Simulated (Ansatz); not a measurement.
Reaction (formal hydrolysis of a C–C bond): `CC(C)(F)C=O` + H₂O → `CC(O)(F)C=O` + CH₄

Program: Ansatz. Geometries: PBE0-D4/def2-TZVP. ΔE: electronic, gas phase. CBS: MP2 limit from def2 TZ/QZ plus the TZ coupled-cluster correction, frozen cores. This one scheme is used for every species. DFT in def2-TZVPP. Each species was taken in one conformer, which may not be the lowest.

`CC(C)(F)C=O`:

```xyz
13

C    -1.075    0.133   -0.895
C     0.239    0.240   -0.152
C     0.852   -1.104    0.176
F     1.138    0.952   -0.947
C     0.055    1.055    1.117
O    -0.653    0.715    2.021
H    -1.816   -0.352   -0.259
H    -0.938   -0.455   -1.804
H    -1.443    1.123   -1.169
H     0.201   -1.645    0.865
H     1.829   -0.977    0.645
H     0.975   -1.688   -0.738
H     0.636    2.003    1.139
```

H₂O:

Cartesian coordinates in Å:
```
O -0.069 0.378 -0.064
H -0.095 -0.338 -0.703
H 0.164 -0.040 0.768
```

`CC(O)(F)C=O`:

Z-matrix (Å, degrees):
```
C
C 1 1.503
H 1 1.091 2 108.6
H 1 1.091 2 110.1 3 119.1
H 1 1.091 2 110.6 3 -119.7
O 2 1.356 1 111.4 3 -57.0
F 2 1.404 1 107.9 3 64.3
C 2 1.531 1 113.9 3 177.1
H 6 0.970 2 107.4 1 -147.1
O 8 1.198 2 121.3 1 131.4
H 8 1.106 2 116.1 1 -51.0
```

CH₄:

Z-matrix (Å, degrees):
```
C
H 1 1.090
H 1 1.090 2 109.5
H 1 1.090 2 109.5 3 -120.0
H 1 1.090 2 109.5 3 120.0
```

```json
{"level": "r2SCAN-D4", "ΔE (kcal/mol)": "-1.6"}
{"level": "ωB97X-V", "ΔE (kcal/mol)": "-0.6"}
{"level": "MP2/def2-TZVPP", "ΔE (kcal/mol)": "2.0"}
{"level": "CCSD(T)/def2-TZVPP", "ΔE (kcal/mol)": "0.9"}
```

Task: What does CCSD(T)/CBS give? (Best estimate.)

Result: Ansatz gave: +2.2 kcal/mol. The listed levels differ from it by -3.8, -2.8, -0.2, -1.3 kcal/mol.

Largest T1 diagnostic among the species: 0.014.

In def2-TZVPP, CCSD(T) changes the Hartree–Fock value by +1.6 kcal/mol (the triples alone add −0.2 kcal/mol) and MP2 by +2.8 kcal/mol. From PBE to PBE0 (25 % exact exchange), in def2-TZVPP and without D4, ΔE moves by +1.3 kcal/mol.
